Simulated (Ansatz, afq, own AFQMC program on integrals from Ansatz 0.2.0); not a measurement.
**GeH, doublet in cc-pVTZ, levels against full CI**

```xyz
2

Ge    0.0000    0.0000    0.0000
H     0.0000    0.0000    2.5320
```

Basis cc-pVTZ. Noble-gas cores (and the filled d shells of Ga–Kr and In–Xe) are frozen. Integrals, coupled cluster, full CI and functionals: Ansatz 0.2.0; the random walks run on the same integrals in our own AFQMC program. The CISD trial takes its coefficients from CCSD amplitudes. Released means that phaseless walkers are propagated on without the constraint, phases kept. Uncertainties: one standard error, sampling alone. No spin–orbit coupling.

Determinant: UHF, the one that the program's search chose, which needn't be the lowest solution. The geometry is a point of a scan.

Full CI on the same integrals is exact in this basis and with this determinant's frozen core.

Cautions: no relativity below Rb; no spin-orbit coupling; inner d shell frozen; strong correlation (T1 0.102, weight of the determinant 0.77, largest double 0.23); unrestricted determinant spin contaminated (⟨S²⟩ 1.42 against 0.75); the released energies are still falling, so no released level is given (meV from the phaseless value at times in 1/Eh: -4 ± 3 at 0.24, -7 ± 3 at 0.51, -13.8 ± 2.2 at 0.99, -18.3 ± 2.0 at 1.62, -24.1 ± 1.7 at 2.40), though the last usable value meets full CI within the noise.

- T1 diagnostic: 0.1024
- weight of the determinant in the CISD state: 0.769
- ⟨S²⟩ of the determinant: 1.424
- size of the correlated space: 5 electrons in 43 orbitals

Reference: full CI, correlation energy -2.607 eV. The cautions show a poor starting determinant, so the rows tell how each method copes with it here, and full CI is the sure value.

```json
{"level": "HF", "E − E(reference) (kJ/mol)": "251.6", "share of correlation (%)": "0.00"}
{"level": "MP2", "E − E(reference) (kJ/mol)": "97.0", "share of correlation (%)": "61.43"}
{"level": "CCSD", "E − E(reference) (kJ/mol)": "17.8", "share of correlation (%)": "92.91"}
{"level": "CCSD(T)", "E − E(reference) (kJ/mol)": "6.3", "share of correlation (%)": "97.50"}
{"level": "CCSDT", "E − E(reference) (kJ/mol)": "0.6", "share of correlation (%)": "99.75"}
{"level": "CCSDT(Q)", "E − E(reference) (kJ/mol)": "0.0", "share of correlation (%)": "99.99"}
{"level": "CCSDTQ", "E − E(reference) (kJ/mol)": "0.0", "share of correlation (%)": "100.00"}
{"level": "ph-AFQMC/CISD", "E − E(reference) (kJ/mol)": "2.1 ± 0.3", "share of correlation (%)": "99.17"}
```

CCSDT and higher add their correlation energy to the determinant of the CCSD(T) run, since their own runs factorise the integrals more tightly (a shift of under 2 meV).
